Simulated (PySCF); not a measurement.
**Vertical excitation energies**

C4H7ClO.
Structure used (GFN2-xTB), in Å, numbered top down from 1:
```xyz
13
C4H7ClO angstrom
C     -1.950   -0.401    0.096
O     -0.638   -0.897   -0.012
C      0.393   -0.012   -0.030
C      1.720   -0.701   -0.134
C      0.255    1.312    0.038
Cl     1.640    2.345    0.010
H     -2.598   -1.276    0.099
H     -2.088    0.159    1.026
H     -2.206    0.239   -0.753
H      2.289   -0.564    0.783
H      2.299   -0.287   -0.956
H      1.554   -1.762   -0.299
H     -0.674    1.846    0.114
```

Method used: TDDFT PBE0/def2-SVPD, vertical, gas phase, core orbitals frozen in the response in PySCF.

```
state  E (eV)  E (hartree)       f  |μ| (D)  main configurations (H = HOMO, L = LUMO)
   S1    5.80       0.2131  0.0039     0.42                  H→L+1 (52%), H→L+2 (31%)
   S2    6.11       0.2246  0.0009     0.19                  H→L+2 (61%), H→L+1 (31%)
   S3    6.50       0.2387   0.015     0.78                               H→L+3 (86%)
   S4    6.60       0.2424   0.276     3.32                     H→L (83%), H→L+1 (8%)
   S5    7.06       0.2595  0.0024     0.30                               H→L+4 (94%)
   S6    7.46       0.2741   0.062     1.48                               H→L+5 (98%)
```

Triplets, Tamm–Dancoff:

```
state  E (eV)  λ (nm)  main configurations (H = HOMO, L = LUMO)
   T1    4.20   295.2                     H→L (86%), H→L+1 (9%)
   T2    5.30   233.8                  H→L+2 (48%), H→L+1 (31%)
```

The lowest singlet lies at 5.80 eV (214 nm, ultraviolet) and is very weak; its leading configuration is HOMO→LUMO+1 (52%). The most intense listed level is S4 at 6.60 eV (188 nm, f = 0.276), 0.80 eV above S1. Löwdin shares by element: HOMO carbon 50% or more, chlorine 24%, oxygen 18%; LUMO (one of a set within 0.03 eV) carbon 55% or more, chlorine 10%, oxygen 10% (atoms not listed hold the other 24%). The listed states span 1.66 eV, and the widest gap between neighbours is 0.47 eV (S4 to S5). Orbital energies (eV): HOMO-3 -10.08, HOMO-2 -9.53, HOMO-1 -8.70, HOMO -6.48, LUMO 0.60, LUMO+1 0.63, LUMO+2 0.91. The oscillator strengths of these states sum to 0.360; summed over the whole spectrum of an exact calculation they would give the number of electrons, 56 (Thomas–Reiche–Kuhn). Only the lowest 6 singlets were computed, as vertical energies without vibronic structure.

Time: 20 s of wall time; peak memory 0.74 GiB. Hardware: one thread, Arm Neoverse V1 (aarch64), shared host.

One conformer stands for the species.
